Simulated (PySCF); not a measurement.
## Spin–spin coupling constants

Bonds (- single, = double, # triple, : aromatic): C1-C2, C2-C3, C2-C4, C4-C5, C5-C6, C6-C4. C1 carries H7, H8, H9; C3 carries H10, H11, H12; C4 carries H13; C5 carries H14, H15; C6 carries H16, H17. Formal charges: C2 +1.

Total charge +1. H15, H16 are cis to C2 on the ring; H14, H17 are trans to C2 on the ring.

Indirect spin–spin couplings were computed at B3LYP/pcJ-1 (without the spin–dipole term) (PySCF 2.14) on a PBE0-D3(BJ)/def2-SVP structure, for the isolated molecule, without vibrational or relativistic corrections. Couplings are averaged over pairs made equivalent by symmetry, fast rotation or ring inversion, so a value needn't be that of the named pair in this geometry, while other rotamers aren't included; one pair stands for each set, and the list holds a selection of those of at least 0.8 Hz over up to four bonds.

Isotopes: ¹³C, ¹H.

```json
{"pair": "C1, C2", "bonds": "1", "J (Hz)": "37.6"}
{"pair": "C1, H7", "bonds": "1", "J (Hz)": "?"}
{"pair": "C2, C4", "bonds": "1", "J (Hz)": "?"}
{"pair": "C4, C5", "bonds": "1", "J (Hz)": "1.3"}
{"pair": "C4, H13", "bonds": "1", "J (Hz)": "?"}
{"pair": "C5, C6", "bonds": "1", "J (Hz)": "27.4"}
{"pair": "C5, H14", "bonds": "1", "J (Hz)": "?"}
{"pair": "C5, H15", "bonds": "1", "J (Hz)": "182.4"}
{"pair": "C1, C3", "bonds": "2", "J (Hz)": "3.4"}
{"pair": "C1, C4", "bonds": "2", "J (Hz)": "?"}
{"pair": "C2, C5", "bonds": "2", "J (Hz)": "-1.2"}
{"pair": "C2, H7", "bonds": "2", "J (Hz)": "?"}
{"pair": "C4, H14", "bonds": "2", "J (Hz)": "-3.4"}
{"pair": "C5, H13", "bonds": "2", "J (Hz)": "1.0"}
{"pair": "C5, H16", "bonds": "2", "J (Hz)": "-1.0"}
{"pair": "H14, H15", "bonds": "2", "J (Hz)": "?"}
{"pair": "C1, C5", "bonds": "3", "J (Hz)": "0.9"}
{"pair": "C1, H10", "bonds": "3", "J (Hz)": "3.9"}
{"pair": "C2, H14", "bonds": "3", "J (Hz)": "3.2"}
{"pair": "C2, H15", "bonds": "3", "J (Hz)": "4.1"}
{"pair": "C4, H7", "bonds": "3", "J (Hz)": "?"}
{"pair": "H13, H14", "bonds": "3", "J (Hz)": "7.9"}
{"pair": "H13, H15", "bonds": "3", "J (Hz)": "3.9"}
{"pair": "H14, H16", "bonds": "3", "J (Hz)": "12.9"}
{"pair": "H14, H17", "bonds": "3", "J (Hz)": "8.1"}
{"pair": "H15, H16", "bonds": "3", "J (Hz)": "11.5"}
```

Question: Estimate the withheld couplings, with signs.

Answer: 
- ¹J(C1,H7) = 139.4 Hz (mean over equivalent pairs that range from 126.8 to 147.2 Hz in this conformer)
- ¹J(C2,C4) = 54.3 Hz (bond length 1.405 Å)
- ¹J(C4,H13) = 190.2 Hz (bond length 1.092 Å, sp3 carbon)
- ¹J(C5,H14) = 187.3 Hz (bond length 1.093 Å, sp3 carbon)
- ²J(C1,C4) = 3.7 Hz (mean over equivalent pairs that range from 1.6 to 5.8 Hz in this conformer)
- ²J(C2,H7) = -4.0 Hz
- ²J(H14,H15) = -4.3 Hz (angle at C5 115°)
- ³J(C4,H7) = 4.4 Hz (mean over equivalent pairs that range from 0.1 to 9.7 Hz in this conformer)
